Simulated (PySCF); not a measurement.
**[Cl3]+: structure of the singlet**

Aim: relax [Cl3]+ as a singlet from a bent start, check by its vibrations whether the end is a minimum, and collect its spectrum and constants.

The runs use PySCF 2.14.0; PBE0, basis Cl def2-TZVP, no relativity, density fitting.

**1. The starting structure**

3 atoms, charge 1, spin multiplicity 1.

Bond lengths: Cl1–Cl2 1.940 Å, Cl1–Cl3 1.940 Å. Angles: Cl2–Cl1–Cl3 110.0°.

```xyz
3
charge 1 multiplicity 1
Cl    0.0000    0.0000   -0.7420
Cl    1.5895    0.0000    0.3710
Cl   -1.5895    0.0000    0.3710
```

**2. Relaxing the singlet from the bent start**

The steps below are one call of a driver around PySCF. For each, scf.py gives the equivalent set-up of the SCF; relaxations use the driver's own optimiser. Before each start the driver seeks the lowest SCF state from one or more starting densities and follows internal instabilities, so scf.py alone need not reach the same state.

The program finds C2v symmetry in the start, which this walk keeps. Threshold on the gradient: 0.0003 Eh/bohr, with a further test on the energy change.

scf.py

```python
from pyscf import gto, scf, dft
mol = gto.M(atom='''
Cl     0.000000     0.000000    -0.742000
Cl     1.589500    -0.000000     0.371000
Cl    -1.589500     0.000000     0.371000''',
    basis={'Cl': 'def2-TZVP'},
    charge=1, spin=0)
mf = dft.RKS(mol, xc='PBE0')
mf.grids.atom_grid = (50, 194)
aux = {'Cl': 'def2-universal-JKFIT'}
mf = mf.density_fit(auxbasis=aux)
mf.kernel()
```

The runs that follow: Vibrations and properties at this point.

Q: Predict the outcome of this session. Wanted: minimum; geometry; wavenumbers; dipole moment; highest occupied, lowest empty level; polar-tensor charge of Cl1; zero-point energy.

The runs gave:

| quantity | value |
| --- | --- |
| minimum | singlet, C2v |
| geometry | Cl–Cl 1.964 Å (×2); Cl–Cl–Cl 109.4° |
| wavenumbers (cm⁻¹) | 205 (a1), 526 (a1), 535 (b2) |
| dipole moment (centre of mass) | 0.53 D |
| highest occupied, lowest empty level | -15.31, -10.64 eV |
| polar-tensor charge of Cl1 | +0.74 e |
| zero-point energy | 7.6 kJ/mol |
| entropy at 298.15 K | 281.2 J/(mol K) |

In words: The bent start keeps its C2v symmetry and ends in a minimum. The strongest infrared band lies at 535 cm⁻¹ (b2, stretch). Other starts or spin states, not run here, may lie lower.
